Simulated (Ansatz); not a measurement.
# SiO2+ (doublet): wave-function methods side by side, def2-QZVPP

The task here is to estimate one member of a computed series from the others.

Program: Ansatz 0.2.0, Gaussian basis. Level of theory: def2-QZVPP, core rule «outside noble gas», up to 7 orbitals frozen. These are calculated values, not measurements.

To be run: UHF; ROHF; CCSD(T) on UHF.

2 further runs of the same task are left out: 2 set aside as unsound or not needed. Runs told in other sessions of the task aren't counted.

## The geometry

The geometry is a PBE0/def2-TZVP stationary point (not a proven minimum) of the parent state, kept for this charge and spin.

3 atoms, charge 1, spin multiplicity 2.

Atoms are counted from 1 here; the program's logs count them from 0.

Bond lengths: O1–O2 1.343 Å, O2–Si3 1.710 Å. Angles: O1–O2–Si3 113.5°.

Set-up of the first run:

in.yaml reads:

```yaml
crystal:
  periodic: [false, false, false]
  atoms:
    - {symbol: O, position_ang: [0.000000, -0.345870, 1.455845]}
    - {symbol: O, position_ang: [0.000000, 0.564635, 0.468388]}
    - {symbol: Si, position_ang: [0.000000, -0.124623, -1.096174]}
basis:
  gaussian: {orbitals: "def2-QZVPP.json"}
total_charge: 1
magnetization: {spin_polarized: true, initial_magnetization: 1}
hamiltonian: {xc: hf}
output: {orbitals: {seedname: orbitals}}
```

The run is started by

```sh
$ ansatz run in.yaml --threads 1 --pin off --events-out ev --progress --plain --max-ram 2393MiB
```

Among the steps run: UHF; ROHF; CCSD(T) on UHF.

One table of the session follows, with a row left open; its other results are not shown here.

It belongs to the step «Misses and costs». 

```
  method  from UCCSD(T) (kcal/mol)
    ROHF                         ?
     UHF                   +359.04
    UMP2                    +26.52
   UCCSD                    +15.51
UCCSD(T)                         0
```

Estimate the missing values for ROHF.

The run gave: from UCCSD(T) (kcal/mol): +362.99. In the column «from UCCSD(T) (kcal/mol)» it is the highest.
